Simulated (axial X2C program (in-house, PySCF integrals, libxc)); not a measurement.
NH⁺: cheaper levels and CCSD(T), two-component

All values were computed with an in-house all-electron X2C program for linear molecules (integrals from PySCF). Two-component (2c) means X2C with spin–orbit coupling and atomic mean-field two-electron Coulomb and Gaunt terms. Basis: N dyall-av3z [7s7p3d2f], H dyall-v3z [6s2p1d] (cores contracted in-house); Gaussian nuclei, density fitting, unrestricted open shells. Masses: N 14.003 u, H 1.008 u.

State: Ω = 3/2 (⟨Sz⟩ = 1.50, ⟨Lz⟩ = 0.00 at HF); fragments N + H+.

```tsv
level	Re (Å)	ωe (cm⁻¹)	De (eV)
PBE0	1.099	2638.9	3.72
HF	1.062	3001.1	3.88
MP2	1.087	2756.2	3.65
CCSD	1.093	2721.3	3.66
PBE50	1.084	2769.7	3.75
```

Correlated methods: 5 electrons correlated (number of frozen shells: N 1 s; H none), 131 virtual spin orbitals or spinors in MP2, 54 natural virtuals in coupled cluster.

CCSD(T), same Hamiltonian and basis:

Re = 1.096 Å, ωe = 2700.6 cm⁻¹, De = 3.65 eV; T1 = 0.015 (Lee–Taylor normalisation).

Give the differences from CCSD(T) in the columns below.



```csv
level,ΔRe (Å),Δωe (cm⁻¹),ΔDe (eV)
PBE0,0.003,-62,0.07
HF,-0.034,300,0.23
MP2,-0.009,56,0.00
CCSD,-0.003,21,0.01
PBE50,-0.012,69,0.10
```

The state is a single determinant with fixed occupations, the lowest that a limited PBE0 search found. De is counted from the lowest determinant-based energies of the atoms at the same level, without counterpoise correction. Density functionals use the spin component along the axis (collinear). Coupled cluster ran in a truncated set of natural virtual spinors; the MP2 energy of the rest was added. (T) has no such correction and the atoms are truncated less, which lowers De at CCSD(T) by a hundredth of an eV or more. PBE0 can misorder states that lie within some tenths of an eV, so this need not be the ground state of the molecule. The nearest other 2c determinant of the search, Ω = 1/2, lies 0.23 eV up at the distance of the search. With several unpaired electrons one determinant need not be a pure state. This is the top spin component of a Σ state; components of lower Ω are not single determinants and can lie lower.
